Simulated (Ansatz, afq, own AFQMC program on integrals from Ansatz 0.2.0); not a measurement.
# Where AFQMC and coupled cluster stand for AlH3, triplet

```xyz
4

Al   -0.0121    0.0855   -0.1462
H    -0.0121   -1.3613   -0.8046
H     0.7699   -0.6287    3.1120
H    -0.4328   -0.2987    1.6064
```

Basis 6-31G. Only valence electrons are correlated. AFQMC by an in-house program on the Cholesky factors that Ansatz 0.2.0 writes for its CCSD(T) run. ph-AFQMC/CISD is guided by a CISD state made of CCSD amplitudes; releasing the constraint for a short imaginary time cuts its bias at the price of noise, slowly where states lie close. ± is one standard error of the sampling.

Determinant: UHF, the one that the program's search chose, which needn't be the lowest solution. The geometry is a point of a scan.

Full CI on the same integrals is exact in this basis and with this determinant's frozen core.

Cautions: lower spins were not checked.

The T1 diagnostic is 0.0157 and the weight of the determinant in the CISD state is 0.949. The ⟨S²⟩ of the determinant is 2.004 and the size of the correlated space is 6 electrons in 14 orbitals.

| level | correlation energy (eV) |
| --- | --- |
| MP2 | -0.8614 |
| CCSD | -1.3065 |
| CCSD(T) | -1.3251 |

Task: Estimate where AFQMC with the constraint released lies against CCSD(T) on the same integrals.

Result: 11.4 ± 0.3 meV below CCSD(T).

Reference: full CI, correlation energy -1.337 eV. The released energy is read at 2.40 1/Eh (meV from the phaseless value at times in 1/Eh: -0.7 ± 0.5 at 0.24, -0.8 ± 0.5 at 0.51, -2.2 ± 0.4 at 0.99, -2.9 ± 0.4 at 1.62, -2.8 ± 0.3 at 2.40).

```
         level  E − E(reference) (meV)  share of correlation (%)
       CCSD(T)                    11.9                     99.11
         CCSDT                     0.2                     99.98
      CCSDT(Q)                     0.0                    100.00
        CCSDTQ                     0.0                    100.00
 ph-AFQMC/CISD               3.3 ± 0.6                     99.75
released AFQMC               0.5 ± 0.3                     99.96
```

CCSDT and higher add their correlation energy to the determinant of the CCSD(T) run, since their own runs factorise the integrals more tightly (a shift of under 2 meV). Released energies are given only where the last usable release times agree within the noise; a slower fall can still hide under it.
